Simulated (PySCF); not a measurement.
# Frontier levels across methods

Species: hydrogen peroxide, H₂O₂.
Geometry (PBE0-D3(BJ)/def2-SVP, Å), atoms numbered from 1 in this order:
```
atom  x, y, z in Å
O1    -0.6674    0.1671    0.2204
O2     0.6665    0.2705   -0.2504
H3    -1.0658   -0.3762   -0.4730
H4     1.1499   -0.1518    0.4726
```

Basis pcSseg-2 throughout (PySCF), one geometry. Geometry: PBE0-D3(BJ)/def2-SVP; no solvent, vibrations or thermal averaging.

Problem. How do the orbital energies, the gap and the dipole change with the method?

Solution. 
```json
{"method": "OPBE", "kind": "GGA", "HOMO (eV)": "-6.09", "LUMO (eV)": "-0.62", "gap (eV)": "5.47", "μ (D)": "1.63", "SCF cycles": "13"}
{"method": "BLYP", "kind": "GGA", "HOMO (eV)": "-6.15", "LUMO (eV)": "-0.81", "gap (eV)": "5.34", "μ (D)": "1.66", "SCF cycles": "12"}
{"method": "PBE", "kind": "GGA", "HOMO (eV)": "-6.17", "LUMO (eV)": "-0.77", "gap (eV)": "5.40", "μ (D)": "1.66", "SCF cycles": "12"}
{"method": "B97-D", "kind": "GGA", "HOMO (eV)": "-6.24", "LUMO (eV)": "-0.71", "gap (eV)": "5.53", "μ (D)": "1.65", "SCF cycles": "12"}
{"method": "BP86", "kind": "GGA", "HOMO (eV)": "-6.30", "LUMO (eV)": "-0.81", "gap (eV)": "5.49", "μ (D)": "1.65", "SCF cycles": "12"}
{"method": "LDA", "kind": "LDA", "HOMO (eV)": "-6.32", "LUMO (eV)": "-0.99", "gap (eV)": "5.33", "μ (D)": "1.72", "SCF cycles": "12"}
{"method": "KT2", "kind": "GGA", "HOMO (eV)": "-6.37", "LUMO (eV)": "-0.70", "gap (eV)": "5.68", "μ (D)": "1.62", "SCF cycles": "12"}
{"method": "KT3", "kind": "GGA", "HOMO (eV)": "-6.40", "LUMO (eV)": "-0.83", "gap (eV)": "5.57", "μ (D)": "1.61", "SCF cycles": "12"}
{"method": "B97-2", "kind": "global hybrid", "HOMO (eV)": "-7.76", "LUMO (eV)": "0.44", "gap (eV)": "8.20", "μ (D)": "1.68", "SCF cycles": "11"}
{"method": "B3LYP", "kind": "global hybrid", "HOMO (eV)": "-7.83", "LUMO (eV)": "0.06", "gap (eV)": "7.89", "μ (D)": "1.70", "SCF cycles": "11"}
{"method": "PBE0", "kind": "global hybrid", "HOMO (eV)": "-8.07", "LUMO (eV)": "0.52", "gap (eV)": "8.59", "μ (D)": "1.70", "SCF cycles": "11"}
{"method": "mPW1PW91", "kind": "global hybrid", "HOMO (eV)": "-8.12", "LUMO (eV)": "0.49", "gap (eV)": "8.61", "μ (D)": "1.70", "SCF cycles": "11"}
{"method": "CAM-B3LYP", "kind": "range-separated hybrid", "HOMO (eV)": "-9.69", "LUMO (eV)": "1.15", "gap (eV)": "10.84", "μ (D)": "1.73", "SCF cycles": "11"}
{"method": "BHandHLYP", "kind": "global hybrid", "HOMO (eV)": "-9.98", "LUMO (eV)": "1.01", "gap (eV)": "10.99", "μ (D)": "1.74", "SCF cycles": "11"}
{"method": "wB97X-D", "kind": "range-separated hybrid", "HOMO (eV)": "-10.06", "LUMO (eV)": "2.38", "gap (eV)": "12.44", "μ (D)": "1.71", "SCF cycles": "12"}
{"method": "LC-wPBE", "kind": "range-separated hybrid", "HOMO (eV)": "-11.03", "LUMO (eV)": "2.44", "gap (eV)": "13.48", "μ (D)": "1.73", "SCF cycles": "12"}
{"method": "HF", "kind": "Hartree–Fock", "HOMO (eV)": "-12.99", "LUMO (eV)": "2.83", "gap (eV)": "15.82", "μ (D)": "1.78", "SCF cycles": "10"}
```

The HOMO spans 6.90 eV, from OPBE down to HF, and the gap runs from 5.33 eV (LDA) to 15.82 eV (HF). Over the methods OPBE (0 %), BLYP (0 %), PBE (0 %), B97-D (0 %), BP86 (0 %), LDA (0 %), KT2 (0 %), KT3 (0 %), B97-2 (21 %), B3LYP (20 %), PBE0 (25 %), mPW1PW91 (25 %), BHandHLYP (50 %), HF (100 %), a straight line through the gap against the share of exact exchange rises by 1.06 eV for each 10 % (correlation coefficient 0.997). The dipole ranges from 1.61 D (KT3) to 1.78 D (HF). This basis has no diffuse functions.
